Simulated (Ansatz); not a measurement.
## Cubic perovskite BaTiO3 (cubic high-temperature phase)

All values below come from r²SCAN in Ansatz (PAW).

Numerical settings: plane-wave cutoff 600 eV, 6×6×6 k mesh, no spin polarisation, scalar-relativistic PAW data made under PBE.

Cell: relaxed at this level.

For cubic perovskite BaTiO3 (cubic high-temperature phase), the elastic constant C11 is 315 GPa, the elastic constant C12 is 114 GPa and the elastic constant C44 comes out as 133 GPa. The voigt–Reuss–Hill bulk modulus is 181 GPa, the voigt–Reuss–Hill shear modulus (Hill average) comes out as 119 GPa and the Young modulus is 292 GPa. The Poisson ratio is 0.230.

Note: the relaxation could not lower the start's symmetry, so the cell can be a saddle point above a distorted one.

Elastic constants are with the ions relaxed.

Spin–orbit coupling is not included.

The computed numbers hold no vibrational or temperature effects.

It cost roughly 80 core-seconds of CPU time.

Ansatz is a quantum-chemistry and plane-wave program.
